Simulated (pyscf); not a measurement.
Optimised with ωB97X-D3(BJ)/def2-SVP in PySCF.

SMILES: [SiH3][GaH][AsH2]
```xyz
9

Si    -0.7480    -1.4932     0.3831
Ga    -0.6640     0.8441    -0.1384
As     0.1038     2.4120     1.4984
H     -2.0433    -2.1149    -0.0293
H      0.3505    -2.1970    -0.3504
H     -0.5527    -1.7379     1.8441
H     -1.1689     1.4133    -1.5134
H      1.2392     1.5180     1.9638
H      0.9578     3.1840     0.5092
```

### Question
What is the homolytic dissociation enthalpy (298 K, ωB97M-D3(BJ)/def2-TZVP) of the Ga–Si bond of H₃Si–GaH–AsH₂, to SiH₃• + [HGa–AsH₂]•?

### Answer
Ga–Si to SiH₃• + [HGa–AsH₂]•: 66.1 kcal/mol. The 7 functionals that were run give +61.4 (M06-2X) to +72.3 kcal/mol (ωB97X-D3(BJ)). The radicals are drawn with the spin at the cut bond; how far it spreads was not checked. Other isomers of [HGa–AsH₂]• were not searched in full and may lie lower. Elements up to Kr have no core potential and no relativistic terms here.
